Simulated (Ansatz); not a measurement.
Results of PBE (PAW; Ansatz, a first-principles code) for zinc-blende ZnSe.

The same calculation (at the measured cell, 22.761 Å³/atom) with different numerical settings:

```json
[
 {"run": "1", "k mesh": "4×4×4", "gap on the mesh (eV)": "1.276", "total energy (eV/atom)": "-4394.7313"},
 {"run": "2", "k mesh": "6×6×6", "gap on the mesh (eV)": "1.287", "total energy (eV/atom)": "-4394.7620"},
 {"run": "3", "k mesh": "8×8×8", "gap on the mesh (eV)": "1.288", "total energy (eV/atom)": "-4394.7646"},
 {"run": "4", "k mesh": "12×12×12", "gap on the mesh (eV)": "1.289", "total energy (eV/atom)": "-4394.7650"},
 {"run": "5", "k mesh": "16×16×16", "gap on the mesh (eV)": "1.289", "total energy (eV/atom)": "-4394.7650"},
 {"run": "6", "k mesh": "20×20×20", "gap on the mesh (eV)": "1.289", "total energy (eV/atom)": "-4394.7650"}
]
```

In the column total energy (eV/atom) the first row differs from the last by +0.0337 and the next to last by 0.0000.

The last row is no converged limit: other settings stay fixed.

Spin–orbit coupling is not included.
